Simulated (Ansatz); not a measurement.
## Rock-salt ZrC

Method: r²SCAN-D4 in Ansatz (plane waves, PAW).

Numerical settings: plane-wave cutoff 500 eV, 14×14×14 k mesh, Fermi–Dirac smearing 0.05 eV, scalar-relativistic PAW data made under PBE.

Cell: relaxed at this level.

For rock-salt ZrC, the volume per atom comes out as 13.01 Å³/atom and the equilibrium lattice constant a is 4.704 Å.

Measured, for comparison: equilibrium volume per atom 12.95 Å³/atom, lattice constant a 4.696 Å (temperature not stated, no zero-point or thermal correction; as tabulated in Zhang et al. (2018), doi:10.1088/1367-2630/aac7f0). Computed (rounded) less measured: equilibrium volume per atom +0.5 %, lattice constant a +0.2 %.

Computed values are for the static lattice.

The result took about 10 core-seconds (a rough figure).

Ansatz is an electronic-structure program.
